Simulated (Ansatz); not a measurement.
in.yaml

```yaml
crystal:
  periodic: [false, false, false]
  atoms:
    - {symbol: O, position_ang: [0.000652, -0.000495, -0.037213]}
    - {symbol: H, position_ang: [0.940693, -0.002365, 0.218862]}
    - {symbol: H, position_ang: [-0.435919, 0.852197, 0.168943]}
    - {symbol: H, position_ang: [-0.515125, -0.841973, 0.202894]}
basis:
  gaussian: {orbitals: cc-pVDZ}
total_charge: 1
magnetization: {spin_polarized: false}
correlation: {method: ccsdtq, electrons: outside_noble_gas}
```

```sh
$ ansatz run in.yaml --threads 1 --pin off --events-out ev --progress --plain --max-ram 2393MiB
```

Log:

```
502 factors; integrals over basis functions are off by at most 2.2e-7 eV
mean field evaluation 1: about -2071.3154 eV, gradient 5.6e1 eV
mean field evaluation 2: about -2071.3142 eV, gradient 5.6e1 eV
mean field evaluation 4: about -2076.4594 eV, gradient 1.7e0 eV
mean field evaluation 8: about -2076.4690 eV, gradient 2.1e-4 eV
mean field evaluation 16: about -2076.4688 eV, gradient 2.6e-1 eV
mean field -2076.46898605 eV, -76.3088277560 hartree, gradient 8.2e-7 eV, S^2 0.000000; 0 other end points of the search recorded, 0 dependent functions left out
1 core orbitals not correlated: weight in the atoms' cores, before any rotation towards them, 1.000 or more for the frozen orbitals, at most 0.000 for the correlated occupied ones
reference -2076.46898605 eV, -76.3088277560 hartree; 4, 4 occupied and 24, 24 virtual orbitals, 502 factors
second order -5.54643147 eV of doubles, -0.00000000 eV of singles
cycle   1  -5.72206557 eV  change   -1.8e-1 eV  update   3.9e-2
cycle   2  -5.91874634 eV  change   -2.0e-1 eV  update   1.4e-2
cycle   3  -5.95505533 eV  change   -3.6e-2 eV  update   5.8e-3
cycle   4  -5.94928983 eV  change    5.8e-3 eV  update   1.2e-3
cycle   5  -5.95094631 eV  change   -1.7e-3 eV  update   4.6e-4
cycle   6  -5.95107845 eV  change   -1.3e-4 eV  update   1.4e-4
cycle   7  -5.95098578 eV  change    9.3e-5 eV  update   6.6e-5
cycle   8  -5.95096840 eV  change    1.7e-5 eV  update   1.6e-5
cycle   9  -5.95097121 eV  change   -2.8e-6 eV  update   5.8e-6
cycle  10  -5.95097115 eV  change    6.0e-8 eV  update   1.7e-6
cycle  11  -5.95097148 eV  change   -3.3e-7 eV  update   5.2e-7
Total energy: -2082.41995753 eV, -76.5275219242 hartree
```

Ran on 1 thread of Arm Neoverse V2, shared host: 30 s wall, 0.42 GiB peak host memory.
